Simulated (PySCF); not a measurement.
# SiHClO (SMILES O[Si]Cl) at PBE/STO-3G

Aim: the vertical singlet–triplet gap of SiHClO at PBE/STO-3G, from 2 runs. 

Program for the calculation: PySCF 2.14.0.

31 further runs of the same task are left out: 14 that didn't finish, 17 set aside as unsound or not needed.

## (1) Starting point

SiHClO: 4 atoms, total charge 0, spin state singlet. SMILES: `O[Si]Cl`. Geometry: relaxed at PBE0-D4/def2-TZVP.

Bond lengths: O1–Si2 1.637 Å, Si2–Cl3 2.110 Å, O1–H4 0.963 Å. Angles: O1–Si2–Cl3 101.3°, Si2–O1–H4 120.4°.

## (2) The energy at PBE/STO-3G

Input file job.py:

```python
from pyscf import gto, dft

mol = gto.M(
    atom='''
O     -0.911800     0.450200    -0.308700
Si    -0.434200    -0.789700     0.647000
Cl     1.662300    -0.701000     0.421400
H     -0.260800     0.980400    -0.780000
''',
    max_memory=1860,
    charge=0,
    basis='sto-3g',
    verbose=3,
)

mf = dft.RKS(mol)
mf.xc = 'pbe'
mf.conv_tol = 1e-10
mf.grids.level = 5
mf.kernel()
if not mf.converged:
    mf = mf.newton().run(mf.mo_coeff, mf.mo_occ)

energy = mf.e_tot
print(f'total energy: {energy:.8f} hartree')
```

Started as:

```sh
$ OMP_NUM_THREADS=1 python job.py
```

What it wrote:

```text
converged SCF energy = -815.694388379506
total energy: -815.69438838 hartree
```

Run time: 2.9 s. Hardware: 1 thread of Intel Xeon Platinum 8488C (Sapphire Rapids), shared host; peak memory 0.22 GiB.

## (3) The triplet, same level

Input file input.py:

```python
from pyscf import gto, dft

system = gto.M(
    atom='''
O     -0.911800     0.450200    -0.308700
Si    -0.434200    -0.789700     0.647000
Cl     1.662300    -0.701000     0.421400
H     -0.260800     0.980400    -0.780000
''',
    verbose=3,
    charge=0,
    spin=2,
    basis='sto-3g',
    max_memory=1860,
)

myscf = dft.UKS(system, xc='pbe')
myscf.conv_tol = 1e-10
myscf.grids.level = 5
myscf.kernel()
if not myscf.converged:
    myscf = myscf.newton().run(myscf.mo_coeff, myscf.mo_occ)

e_tot = myscf.e_tot
print('E(%s) = %.9f' % ('PBE', e_tot))
```

Started as:

```sh
$ OMP_NUM_THREADS=1 python input.py
```

What it wrote:

```text
WARN: HOMO -0.0552009158037344 >= LUMO -0.254626660307905

WARN: HOMO 0.123982567216187 >= LUMO 0.0302986201565191

WARN: HOMO 0.0157928360720615 >= LUMO -0.0898828387579582

WARN: HOMO 0.0525574361571612 >= LUMO -0.0821579821347261

WARN: HOMO 0.0240507619473511 >= LUMO -0.107827142821124

WARN: HOMO 0.0259974202280564 >= LUMO -0.104281794210493

WARN: HOMO 0.0254529038890267 >= LUMO -0.104528328225749

WARN: HOMO 0.0254186786980892 >= LUMO -0.104486555470584

WARN: HOMO 0.0254216159544163 >= LUMO -0.104478892590068

WARN: HOMO 0.025421611476184 >= LUMO -0.104479699990514

WARN: HOMO 0.0254217850624627 >= LUMO -0.104479873368317

WARN: HOMO 0.0254218240443827 >= LUMO -0.104479822983651

converged SCF energy = -815.547115227623  <S^2> = 2.0009407  2S+1 = 3.0006271
E(PBE) = -815.547115228
```

Run time: 5.1 s. Hardware: 1 thread of Intel Xeon Platinum 8488C (Sapphire Rapids), shared host; peak memory 0.23 GiB.

## (4) Results

At PBE/STO-3G:

| quantity | value |
| --- | --- |
| singlet: total energy | -815.69439 Eh |
| singlet: dipole moment | 2.24 D |
| singlet: HOMO energy | -3.51 eV |
| singlet: LUMO energy | 0.93 eV |
| singlet: HOMO–LUMO gap | 4.43 eV |
| triplet: total energy | -815.54712 Eh |
| triplet: dipole moment | 2.00 D |
| triplet: HOMO energy (highest over α and β) | 0.69 eV |
| triplet: ⟨S²⟩ | 2.001 |
| vertical energy of the triplet above the singlet | 4.008 eV |

**Reading.** At this shape the triplet lies 4.01 eV (92 kcal/mol) above the singlet. In a minimal basis such a difference can be off by several eV, whatever the method. Mulliken charges (triplet) run from -0.38 on O1 to +0.49 on Si2.
